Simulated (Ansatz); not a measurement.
Ansatz (an electronic-structure program) input (CCSD(T)/cc-pwCVTZ): A basis named .json is the Basis Set Exchange file of that set (core-valence sets with the plain set on hydrogen).

Ansatz 0.2 input:
```yaml
crystal:
  periodic: [false, false, false]
  atoms:
    - {symbol: N, position_ang: [-0.00000000, 0.00000000, 0.00000000]}
    - {symbol: H, position_ang: [0.01428541, 0.96188359, -0.35397200]}
    - {symbol: H, position_ang: [0.83339821, -0.49769460, -0.32934452]}
    - {symbol: H, position_ang: [-0.84032710, -0.47735428, -0.34161902]}
    - {symbol: H, position_ang: [-0.00735652, 0.01316529, 1.02493554]}
basis:
  gaussian:
    orbitals: cc-pwCVTZ.json
total_charge: 1
magnetization: {spin_polarized: false}
correlation: {method: ccsd_t, electrons: outside_noble_gas}
```

Output:

```
Functional definition: HF
integrals: 0.10 GiB planned
558 factors; integrals over basis functions are off by at most 8.0e-4 eV
mean field: 0.15 GiB planned
mean field evaluation 1: about -1534.8580 eV, gradient 5.0e1 eV
mean field evaluation 2: about -1534.8595 eV, gradient 5.0e1 eV
mean field evaluation 4: about -1539.1732 eV, gradient 1.8e0 eV
mean field evaluation 8: about -1539.1877 eV, gradient 2.8e-4 eV
mean field evaluation 16: about -1539.1873 eV, gradient 2.8e-1 eV
mean field -1539.18765536 eV, -56.5641030355 hartree, gradient 1.4e-7 eV, S^2 0.000000; 0 other end points of the search recorded, 0 dependent functions left out
1 core orbitals not correlated
reference -1539.18765536 eV, -56.5641030355 hartree; 4, 4 occupied and 94, 94 virtual orbitals, 558 factors
second order -6.32845148 eV of doubles, -0.00000000 eV of singles
coupled cluster: 0.28 GiB planned
cycle   1  -6.57376673 eV  change   -2.5e-1 eV  update   3.7e-2
cycle   2  -6.70876552 eV  change   -1.3e-1 eV  update   1.1e-2
cycle   3  -6.72673796 eV  change   -1.8e-2 eV  update   3.5e-3
cycle   4  -6.72741065 eV  change   -6.7e-4 eV  update   7.8e-4
cycle   5  -6.72780960 eV  change   -4.0e-4 eV  update   1.7e-4
cycle   6  -6.72781676 eV  change   -7.2e-6 eV  update   3.5e-5
cycle   7  -6.72782878 eV  change   -1.2e-5 eV  update   5.0e-6
cycle   8  -6.72782981 eV  change   -1.0e-6 eV  update   8.5e-7
perturbative correction -0.18732207 eV, -0.0068839591 hartree
Total energy: -1546.10280724 eV, -56.8182301798 hartree
```
